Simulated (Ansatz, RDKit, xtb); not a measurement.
# C3H7NOS: which of the isomers drawn lies lowest?

A sample of isomers of C3H7NOS is drawn. Aim: find which of them has the lowest free energy at 298.15 K, then its properties. The sample is small against all isomers, and the most stable one of this formula need not be in it.

Plan: many cheap relaxations first (GFN2-xTB), then density-functional screening, relaxation at PBE-D3(BJ)/def2-SVP, vibrations (at GFN2-xTB) and a final energy. The numbers are computed, not measured.

## (1) Possible bonding patterns

Isomers were taken from a list of plausible structures; this is a sample, not all of them. That gives 5 candidates.

```
label               SMILES     spin
 c212        O=[S@@]1CCCN1  singlet
 c632        C[S@](=O)CC=N  singlet
 c654            COCC(N)=S  singlet
 c861      C[C@H](S)C(N)=O  singlet
 c986  N[C@H]1C[S@@](=O)C1  singlet
```

Candidates are built by distance geometry, with a force field where one applies, in up to four conformers (letters a to d).

Q: Predict the outcome of this search (final energies at CCSD(T)/def2-SVP + MP2/def2-TZVPP - MP2/def2-SVP).

| quantity | value |
| --- | --- |
| lowest structure found | C[C@H](S)C(N)=O, singlet |
| next finalist | COCC(N)=S, singlet, 23.8 kcal/mol higher in G |
| share at equilibrium, among the finalists | 100.0 % |

`C[C@H](S)C(N)=O` comes out lowest. Among the finalists first place is clear (23.8 kcal/mol); structures outside the list aren't covered. GFN2-xTB, HF/STO-3G, r2SCAN-D4/def2-SVP, PBE-D3(BJ)/def2-SVP, HF/def2-SVP and MP2/def2-SVP already put its bonding pattern lowest among the structures in one piece. 2 minima inside the window were never screened. The search is not exhaustive (a finite list of starts, one conformer a finalist), so a lower isomer can't be ruled out. Only 5 drawn patterns were tried, so whole families of isomers are missing, and the result ranks this sample alone.
